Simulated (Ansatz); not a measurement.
# CH2Li radical (SMILES [Li][CH2]): single points off equilibrium

A test off equilibrium: a structure displaced at random from a GFN2-xTB minimum is computed at several levels, and each is set against CCSD(T).

The runs use Ansatz 0.2.0, Gaussian basis; single points in def2-TZVPP.

Cores are frozen in the correlated methods. The outer core shell of Li, Na, Mg and K is correlated. Orbitals are unrestricted.

### 1 Where the work starts

SMILES `[Li][CH2]`, 4 atoms, charge 0, spin multiplicity 2.

Atoms are counted from 1 here; the program's logs count them from 0.

Bond lengths: Li1–C2 1.792 Å, C2–H3 1.304 Å, C2–H4 0.746 Å. Angles: Li1–C2–H3 121.3°, Li1–C2–H4 145.5°, H3–C2–H4 89.5°.

As a file:

```
Li   -1.4114    0.8252   -0.4983
C     0.1317    0.1906    0.1542
H     0.3909   -1.0873    0.1570
H     0.8554    0.3312    0.2669
```

### 2 CCSD(T)/def2-TZVPP

run/in.yaml reads:

```yaml
crystal:
  periodic: [false, false, false]
  atoms:
    - {symbol: Li, position_ang: [-1.411400, 0.825200, -0.498300]}
    - {symbol: C, position_ang: [0.131700, 0.190600, 0.154200]}
    - {symbol: H, position_ang: [0.390900, -1.087300, 0.157000]}
    - {symbol: H, position_ang: [0.855400, 0.331200, 0.266900]}
basis:
  gaussian: {orbitals: def2-TZVPP}
magnetization: {spin_polarized: true, initial_magnetization: 1}
correlation: {method: ccsd_t}
scf: {omitted_lower_state_checks: [cluster_reference]}
output: {forces: true}
```

The command line of these runs was not kept.

### 3 PBE0-D4/def2-TZVPP

Changes to run/in.yaml since step 2:

```diff
@@ -10,4 +10,3 @@
 magnetization: {spin_polarized: true, initial_magnetization: 1}
-correlation: {method: ccsd_t}
-scf: {omitted_lower_state_checks: [cluster_reference]}
-output: {forces: true}
+hamiltonian: {xc: pbe0, dispersion: d4}
+output: {forces: true, orbitals: {seedname: orbitals}}
```

### 4 wB97M-V/def2-TZVPP

Changes to run/in.yaml since step 3:

```diff
@@ -10,3 +10,3 @@
 magnetization: {spin_polarized: true, initial_magnetization: 1}
-hamiltonian: {xc: pbe0, dispersion: d4}
-output: {forces: true, orbitals: {seedname: orbitals}}
+hamiltonian: {xc: {name: wB97M-V}}
+output: {forces: true}
```

### 5 r2SCAN-D4/def2-TZVPP

Changes to run/in.yaml since step 4:

```diff
@@ -10,3 +10,3 @@
 magnetization: {spin_polarized: true, initial_magnetization: 1}
-hamiltonian: {xc: {name: wB97M-V}}
+hamiltonian: {xc: r2scan, dispersion: d4}
 output: {forces: true}
```

### 6 PBE-D4/def2-TZVPP

Changes to run/in.yaml since step 5:

```diff
@@ -10,3 +10,3 @@
 magnetization: {spin_polarized: true, initial_magnetization: 1}
-hamiltonian: {xc: r2scan, dispersion: d4}
+hamiltonian: {xc: pbe, dispersion: d4}
 output: {forces: true}
```

### 7 B97M-V/def2-TZVPP

Changes to run/in.yaml since step 6:

```diff
@@ -10,3 +10,3 @@
 magnetization: {spin_polarized: true, initial_magnetization: 1}
-hamiltonian: {xc: pbe, dispersion: d4}
+hamiltonian: {xc: {name: B97M-V}}
 output: {forces: true}
```

### 8 BLYP-D4/def2-TZVPP

Changes to run/in.yaml since step 7:

```diff
@@ -10,3 +10,3 @@
 magnetization: {spin_polarized: true, initial_magnetization: 1}
-hamiltonian: {xc: {name: B97M-V}}
+hamiltonian: {xc: {name: BLYP}, dispersion: d4}
 output: {forces: true}
```

(Steps that only read results are left out.)

Before running it: what results should come out? Wanted: energy less free atoms, CCSD(T)/def2-TZVPP; RMS force component; RMS force error; HOMO and LUMO, PBE0-D4; T1 diagnostic.

**Answer**, as computed:

```
                                  quantity                                                                                          value
energy less free atoms, CCSD(T)/def2-TZVPP                                                                                -131.8 kcal/mol
                       RMS force component                                                         14.035 to 14.240 eV/Å over the methods
                           RMS force error  PBE0-D4 0.068, wB97M-V 0.170, r2SCAN-D4 0.084, PBE-D4 0.104, B97M-V 0.141, BLYP-D4 0.233 eV/Å
                    HOMO and LUMO, PBE0-D4                                                                             -4.91 and -0.92 eV
                             T1 diagnostic                                                                                          0.012
```

Against CCSD(T) the functionals' energies less atoms differ by -12.0 to -6.7 kcal/mol, PBE-D4 by -10.5 kcal/mol. CCSD(T) in triple zeta still lacks some correlation energy of the bonds, so part of these gaps is its own basis error and they don't rank the functionals. On forces the order runs from PBE0-D4 to BLYP-D4. Frozen-core CCSD(T) forces in triple zeta carry basis errors of their own, and this is one geometry, so small gaps rank nothing.
